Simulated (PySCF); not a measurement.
**Isomers of HCN: computed energies against enthalpies of formation**

**What was measured.**

From Active Thermochemical Tables 1.112, for the gas at 0 K: enthalpy of formation of `C#N` 129.675 ± 0.095 kJ/mol; enthalpy of formation of `[C-]#[NH+]` (hydrogen isocyanide) 191.58 ± 0.57 kJ/mol.

How close the calculation comes is told at the end.

Differences of these values give the isomerisation enthalpies. Geometries: PBE0-D3(BJ)/def2-SVP; runs in PySCF, gas phase, with a dispersion term only where the level names one. Total electronic energies (Eh):

| SMILES | PBE0-D3(BJ)/def2-SVP |
| --- | --- |
| C#N | -93.23751 |
| [C-]#[NH+] | -93.21615 |

Geometry of `C#N` (Å):
```
atom  x, y, z in Å
C1    -0.0279   -0.0024   -0.0048
N2     1.1256    0.0199   -0.0119
H3    -1.1071   -0.0232    0.0018
```

Geometry of `[C-]#[NH+]` (Å):
```
atom  x, y, z in Å
C1     0.831    0.792   -0.160
N2    -0.048    0.035    0.001
H3    -0.800   -0.615    0.139
```

Zero-point and thermal terms are left out, so the computed numbers are electronic energies.

**Comparison with experiment**

Relative to `C#N`, the lowest by measurement, in kJ/mol (measured: enthalpies at 0 K; computed: electronic energies):

| SMILES | measured | PBE0-D3(BJ)/def2-SVP |
| --- | --- | --- |
| C#N | 0.0 | 0.0 |
| [C-]#[NH+] | 61.9 | 56.1 |

Measured values: 129.675 kJ/mol (0 K; Active Thermochemical Tables 1.112) for the first row; the others come from the same table. Unsigned miss: PBE0-D3(BJ)/def2-SVP 5.8 kJ/mol. Where a level misses, the cause wasn't examined.
